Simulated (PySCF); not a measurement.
# How exact exchange moves a shielding

Molecule: `Fc1ccc[nH]1`, C$_{4}$H$_{4}$FN.

Mapped SMILES: `[F:1][c:2]1[cH:3][cH:4][cH:5][nH:6]1` (H(Xn): hydrogen on atom n).

GIAO shieldings (ppm, equivalent atoms averaged) in PySCF on the PBE0-D3(BJ)/def2-SVP geometry, basis pcSseg-2, gas phase, non-relativistic:

```csv
functional,exact exchange (%),σ(F1),σ(N6)
BLYP,0,311.2,97.1
BP86,0,311.7,101.3
PBE,0,310.1,101.3
PBE0,25,325.1,106.4
mPW1PW91,25,325.3,105.6
BHandHLYP,50,339.2,108.4
HF,100,359.7,123.5
```

Q: Fit each shielding as a line in the percentage of exact exchange.

A: σ(F1) = 311.9 + 0.50 x (rms 1.5 ppm); σ(N6) = 99.7 + 0.23 x (rms 1.7 ppm). The functionals also differ in their semilocal parts, which the line can't hold; Hartree–Fock has no correlation at all.

Q: What does the line predict for B3LYP (20 %), and what does the run give?

A: σ(F1): 321.9 predicted, 323.5 computed; σ(N6): 104.3 predicted, 101.3 computed ppm.
